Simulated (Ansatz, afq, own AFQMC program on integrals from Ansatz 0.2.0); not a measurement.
## GeH2, singlet in cc-pVDZ, levels against full CI

```yaml
atoms:
  - { symbol: Ge, position_ang: [0.0000, -0.0319, -0.0016] }
  - { symbol: H, position_ang: [0.0000, 1.0890, -1.1351] }
  - { symbol: H, position_ang: [0.0000, 1.2091, 1.2534] }
```

Basis cc-pVDZ. Only valence electrons are correlated. Ansatz 0.2.0 and our own AFQMC program on the same integrals; the CISD trial comes from CCSD amplitudes, and released means the phaseless constraint is let go. Free projection: walkers drawn from exp(T), propagated without any constraint. Its projection time is finite, and what remains of the start isn't in its error. Error bars are statistical, one sigma. No spin–orbit coupling.

Determinant: RHF, the one that the program's search chose, which needn't be the lowest solution. The geometry is a point of a scan.

Full CI on the same integrals is exact in this basis and with this determinant's frozen core.

Cautions: no relativity below Rb; no spin-orbit coupling; inner d shell frozen; restricted determinant unstable towards unrestricted (UHF 17 meV lower, ⟨S²⟩ 0.18).

```
T1 diagnostic                               : 0.0143
weight of the determinant in the CISD state : 0.912
size of the correlated space                : 6 electrons in 23 orbitals
```

| level | correlation energy (eV) |
| --- | --- |
| MP2 | -2.2925 |
| CCSD | -3.0332 |
| CCSD(T) | -3.0916 |

Problem. Estimate where phaseless AFQMC with the Hartree–Fock trial lies against CCSD(T) on the same integrals.

Solution. 4.2 ± 1.8 kJ/mol below CCSD(T).

Reference: full CI, correlation energy -3.110 eV. The released energy is read at 2.40 1/Eh (meV from the phaseless value at times in 1/Eh: -1.3 ± 1.4 at 0.24, -3.6 ± 1.2 at 0.51, -5.1 ± 1.2 at 0.99, -5.2 ± 1.3 at 1.62, -4.3 ± 1.0 at 2.40).

```csv
level,E − E(reference) (kJ/mol),share of correlation (%)
CCSD(T),1.7,99.42
CCSDT,0.3,99.91
CCSDT(Q),0.1,99.98
CCSDTQ,0.0,100.00
ph-AFQMC/HF,-2.5 ± 1.8,100.82
ph-AFQMC/CISD,0.4 ± 0.1,99.86
released AFQMC,0.0 ± 0.09,99.99
free AFQMC,0.0 ± 0.08,100.01
```

CCSDT and higher add their correlation energy to the determinant of the CCSD(T) run, since their own runs factorise the integrals more tightly (a shift of under 2 meV). Free projections are given only where their last times agree within the noise and don't stop above the reference; a slow remainder of the start can still hide under it. A walk keeps the symmetry of its determinant, which the program's search chose and which needn't be the lowest solution, so a lower state of the same spin and another symmetry isn't excluded. Released energies are given only where the last usable release times agree within the noise; a slower fall can still hide under it.
